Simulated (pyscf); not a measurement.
Structures and frequencies: ωB97X-D3(BJ)/def2-SVP in PySCF. MP2 and CC: frozen core, UHF for open shells. ΔMP2 is the change of the MP2 total energy from the triple- to the quadruple-zeta basis.

Problem. For the elementary gas-phase step O=Ge=O + H₂O → O=Ge(OH)–OH (singlet surface; H–O broken, H–O, Ge–O formed), what barrier and reaction energy does CCSD(T)/def2-TZVPP + ΔMP2(QZVPP) give, measured from the separated reactants?

Solution. ΔE‡ = -19.7 kJ/mol, ΔE = -203.5 kJ/mol. Zero-point energy shifts the barrier by +0.5 kJ/mol. It is an addition across a multiple bond or ene-type step, with an imaginary mode of 1224i cm⁻¹. On the reactant side the descent ends in an adduct with a Ge–O contact, 77.0 kJ/mol under the separated species and 39.2 kJ/mol under the saddle at ωB97X-D3(BJ)/def2-TZVP. At CCSD(T) the saddle lies under the separated reactants, which points to a path from their complex (located at ωB97X-D3(BJ) alone). What is counted as formed (Ge–O) is already present as a longer contact in the reactant adduct; forming that adduct is a step of its own. At ωB97X-D3(BJ)/def2-TZVP the barrier from the zero used here is -37.8 kJ/mol. One saddle was located; it need not be the lowest between these sides. The CCSD(T) − MP2 part came from Ansatz, without density fitting, on the same reference. The frozen core leaves the outer d or s,p core shells of the metals and heavy elements correlated in the MP2 and CC values, and def2-TZVPP describes them poorly, which can shift differences by a few kcal/mol. Elements up to Kr have no core potential and no relativistic terms here.
